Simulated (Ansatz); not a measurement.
The input, for Ansatz 0.2.0:

```yaml
crystal:
  periodic: [false, false, false]
  atoms:
    - {symbol: C, position_ang: [0.000000, 0.000000, 0.178426]}
    - {symbol: C, position_ang: [0.000000, 1.478187, -0.034369]}
    - {symbol: C, position_ang: [1.280147, -0.739093, -0.034369]}
    - {symbol: C, position_ang: [-1.280147, -0.739093, -0.034369]}
    - {symbol: H, position_ang: [0.000000, 1.731496, -1.107295]}
    - {symbol: H, position_ang: [-0.887043, 1.945769, 0.404062]}
    - {symbol: H, position_ang: [0.887043, 1.945769, 0.404062]}
    - {symbol: H, position_ang: [1.499520, -0.865748, -1.107295]}
    - {symbol: H, position_ang: [2.128607, -0.204683, 0.404062]}
    - {symbol: H, position_ang: [1.241564, -1.741086, 0.404062]}
    - {symbol: H, position_ang: [-1.499520, -0.865748, -1.107295]}
    - {symbol: H, position_ang: [-1.241564, -1.741086, 0.404062]}
    - {symbol: H, position_ang: [-2.128607, -0.204683, 0.404062]}
basis:
  gaussian: {orbitals: "6-31G*"}
magnetization: {spin_polarized: false, initial_magnetization: 1}
correlation: {active_space: {ras: {orbitals: [12, 1, 61], electrons: 25, max_holes: 2, max_particles: 2}, fixed_orbitals: true}}
```

```sh
$ ansatz run in.yaml --threads 1 --pin off --events-out ev --progress --plain --max-ram 3956MiB --backend cpu
```

**Question.** Roughly how long does this take on 1 thread of AMD EPYC 7R13, shared host, and how much host memory?

**Answer.** 1.9 min wall and 0.83 GiB.

```
868 factors; integrals over basis functions are off by at most 6.2e-4 eV
mean field evaluation 1: about -4260.6107 eV, gradient 2.7e1 eV
mean field evaluation 2: about -4260.6106 eV, gradient 2.7e1 eV
mean field evaluation 4: about -4263.1698 eV, gradient 3.1e0 eV
mean field evaluation 8: about -4263.2050 eV, gradient 1.6e-4 eV
mean field -4263.20495323 eV, -156.6698923271 hartree, gradient 2.8e-6 eV, S^2 0.750000; 0 other end points of the search recorded, 0 dependent functions left out
reference -4263.20495323 eV, -156.6698923271 hartree; 17, 16 occupied and 61, 62 virtual orbitals, 868 factors
state -4276.41063381 eV, -157.1551921373 hartree
Total energy: -4276.41063381 eV, -157.1551921373 hartree
```

For the same geometry and basis UCCSDT(Q) lies 2592.2 meV lower.
